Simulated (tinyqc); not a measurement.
Stretching all distances: RHF, UHF, MP2, CISD and CCSD against full CI in the sto-3g basis, for H2O, spin multiplicity 1. Computed by the program tinyqc with PySCF. All coordinates are multiplied by the scale. c0^2 is the weight of the RHF determinant in the lowest singlet FCI state (UHF is spin-contaminated and may lie near states of higher spin) and n(LUMO) the first natural occupation beyond the occupied space.

Geometry (angstrom):

| atom | x | y | z |
|---|---|---|---|
| O | 0.0000 | 0.0000 | 0.0000 |
| H | 0.0000 | 0.6970 | 0.6180 |
| H | 0.0000 | -0.7420 | 0.6580 |

Full CI energy (hartree) and errors against it (kcal/mol):

| scale | distance 1-2 (angstrom) | E(FCI) | RHF | UHF | MP2 | CISD | CCSD | <S^2> UHF | c0^2 | n(LUMO) |
|---|---|---|---|---|---|---|---|---|---|---|
| 0.9700 | 0.9036 | -75.002022 | 30.0467 | 30.0467 | 8.2323 | 0.3910 | 0.0610 | 0.0000 | 0.9754 | 0.0275 |
| 1.1100 | 1.0340 | -75.019344 | 41.9869 | 41.9869 | 12.4121 | 0.9205 | 0.1131 | 0.0000 | 0.9573 | 0.0480 |
| 1.4000 | 1.3041 | -74.934466 | 78.6261 | 70.6485 | 25.6268 | 4.5015 | 0.4247 | 0.5602 | 0.8821 | 0.1367 |
| 1.5400 | 1.4345 | -74.883377 | 102.5689 | 62.8061 | 34.1412 | 8.4670 | 0.6181 | 1.1509 | 0.8214 | 0.2105 |
| 1.6900 | 1.5743 | -74.835463 | 132.7320 | 45.9633 | 44.3950 | 15.0183 | 0.4280 | 1.5146 | 0.7373 | 0.3145 |
| 1.8300 | 1.7047 | -74.800609 | 164.5054 | 30.6220 | 54.2314 | 23.2112 | -1.0325 | 1.7113 | 0.6446 | 0.4296 |
| 1.9800 | 1.8444 | -74.774550 | 200.8693 | 18.1294 | 64.1540 | 33.1854 | -5.0321 | 1.8349 | 0.5379 | 0.5579 |

Estimate the missing row, scale = 1.26.

Computed row:
```
scale   distance 1-2 (angstrom)      E(FCI)      RHF      UHF      MP2    CISD    CCSD  <S^2> UHF    c0^2  n(LUMO)
1.2600                   1.1737  -74.984367  58.8110  58.8110  18.4636  2.1836  0.2332     0.0000  0.9260   0.0844
```

UHF parts from RHF first at scale 1.4 of those listed, where <S^2> leaves zero. The weight c0^2 goes from 0.98 to 0.54 and n(LUMO) from 0.03 to 0.56: static correlation grows as the bonds break into open-shell fragments. The spread of the error along the curve, which distorts its shape, is CCSD 5.7, CISD 32.8, UHF 52.5, MP2 55.9, RHF 170.8 kcal/mol. Below FCI somewhere: CCSD, as non-variational methods may be.
